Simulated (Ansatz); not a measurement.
System: CHN (charge +1, doublet). SMILES of the parent species: C#N

Atoms: C1, N2, H3. Bonds: C1-N2, C1-H3.

Bond lengths (Å) and angles (degrees) optimised at HF/6-31G* with Ansatz (an electronic-structure program); PBE/6-31G* with Ansatz; B3LYP/6-31G* with Ansatz, each started from the B3LYP-D3(BJ)/def2-TZVP structure (Ansatz) of the last column. A row stands for all coordinates that are equal there. 6-31G* holds six Cartesian d functions. No wavenumbers were computed at PBE/6-31G*, so these may be saddle points.

```json
[
 {"coordinate": "C1-N2", "HF/6-31G*": "1.187", "PBE/6-31G*": "1.231", "B3LYP/6-31G*": "1.217", "B3LYP-D3(BJ)/def2-TZVP": "1.207"},
 {"coordinate": "C1-H3", "HF/6-31G*": "1.082", "PBE/6-31G*": "1.105", "B3LYP/6-31G*": "1.096", "B3LYP-D3(BJ)/def2-TZVP": "1.093"},
 {"coordinate": "N2-C1-H3", "HF/6-31G*": "180.0", "PBE/6-31G*": "180.0", "B3LYP/6-31G*": "180.0", "B3LYP-D3(BJ)/def2-TZVP": "180.0"}
]
```

Mean signed difference of all 2 bond lengths from B3LYP-D3(BJ)/def2-TZVP: HF/6-31G* -0.016 Å, PBE/6-31G* 0.018 Å, B3LYP/6-31G* 0.006 Å.
